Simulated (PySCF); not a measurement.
**Functional dependence of a UV spectrum**

Compound: fulvene, C₆H₆.
Bonds: C1–C2 (double), C2–C3, C3–C4 (double), C4–C5, C5–C6 (double), C2–C6. Hydrogens: H7, H8 on C1; H9 on C3; H10 on C4; H11 on C5; H12 on C6.

Linear-response calculations in the def2-SVPD basis (PySCF; singlets by full response, triplets Tamm–Dancoff, core orbitals frozen in the response; HF means time-dependent Hartree–Fock). 'Strongest' is the level of largest summed f among the singlets computed (10 roots, of which the last may lack a degenerate partner); it can jump between rows when another state enters that window. S1 is the lowest singlet of each run and needn't be the same state throughout; f(S1) is that of one state. Isolated species at its PBE0-D3(BJ)/def2-SVP geometry, gas phase.

```csv
functional,kind,S1 (eV),f(S1),strongest (eV),T1 (eV),HOMO (eV),gap (eV),"ionisation energy, ΔSCF (eV)"
LDA,LDA,2.93,0.005,5.08,2.20,-5.58,2.48,8.65
PBE,GGA,2.95,0.005,5.08,2.11,-5.38,2.52,8.36
PBE0,"global hybrid, 25% exact exchange",3.31,0.008,5.34,2.20,-6.40,4.41,8.33
BHandHLYP,"global hybrid, 50% exact exchange",3.59,0.012,5.49,2.27,-7.23,6.28,8.13
CAM-B3LYP,range-separated hybrid,3.51,0.011,5.41,2.31,-7.67,6.78,8.39
wB97X-D,range-separated hybrid,3.49,0.011,5.40,2.36,-8.22,7.97,8.35
LC-wPBE,range-separated hybrid,3.81,0.014,5.58,2.34,-9.05,9.20,8.48
HF,Hartree–Fock,4.04,0.021,5.72,2.07,-8.45,10.07,not settled
```

Task: What does B3LYP (global hybrid, 20% exact exchange) give?

Result: S1 (eV) 3.22, f(S1) 0.008, strongest (eV) 5.25, T1 (eV) 2.21, HOMO (eV) -6.18, gap (eV) 4.01, ionisation energy, ΔSCF (eV) 8.34. S1 runs from 2.93 eV (LDA) to 4.04 eV (HF), a spread of 1.10 eV, while the orbital gap spreads over 7.6 eV. Along PBE (0%), B3LYP (20%), PBE0 (25%), BHandHLYP (50%), HF (100%) S1 rises with the share of exact exchange. −ε(HOMO) comes closest to its own ΔSCF ionisation energy with wB97X-D (-0.13 eV) and misses most with LDA (-3.06 eV). 'Not settled' means that the ion's SCF failed to converge or may have ended in another state than the lowest.
